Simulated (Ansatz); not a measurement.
# Two Ansatz runs on Rh

The cell was built from the fcc type and relaxed in the same program; it needn't be a known or the stable phase. The listed cell was then made from it by scaling, straining or moving an atom.

First run: DFT, PBE, all-electron LAPW, scalar-relativistic (Ansatz 0.2.0).

Command: `ansatz run input.yaml --threads 1 --pin off --max-ram 2048MiB --backend cpu --events-out ev --progress --plain --runs-dir out` The run took 6.8 s on 1 thread of Intel(R) Xeon(R) 6975P-C (Granite Rapids) (shared host), peak memory 0.39 GiB.

```yaml
crystal:
  lattice:
    - [0.0, 1.9024335035, 1.9024335035]
    - [1.9024335035, 0.0, 1.9024335035]
    - [1.9024335035, 1.9024335035, 0.0]
  atoms:
    - { symbol: Rh, position: [0.0, 0.0, 0.0] }
kpoints:
  mp_grid: { grid: [16, 16, 16] }
scf:
  occupations: { method: fermi_dirac, width: 0.05 }
hamiltonian:
  xc: pbe
  pseudopotentials: { kind: all_electron, lapw: { basis_error: 0.0005 } }
output:
  forces: true
  stress: true
  eigenvalues: true
```

Result: converged; pressure 5.43 GPa; 6 SCF iterations.

Spin polarisation is left out, and whether a magnetic state lies lower isn't shown here.

The input is then changed:

```diff
@@ -7,10 +7,11 @@
     - { symbol: Rh, position: [0.0, 0.0, 0.0] }
 kpoints:
-  mp_grid: { grid: [16, 16, 16] }
+  mp_grid: { grid: [11, 11, 11] }
 scf:
   occupations: { method: fermi_dirac, width: 0.05 }
 hamiltonian:
-  xc: pbe
+  xc: rpbe
   pseudopotentials: { kind: all_electron, lapw: { basis_error: 0.0005 } }
+  dispersion: d4
 output:
   forces: true
```

What does the second run give?

It converged; pressure -7.22 GPa; 6 SCF iterations. Some of these settings are too coarse for converged properties.
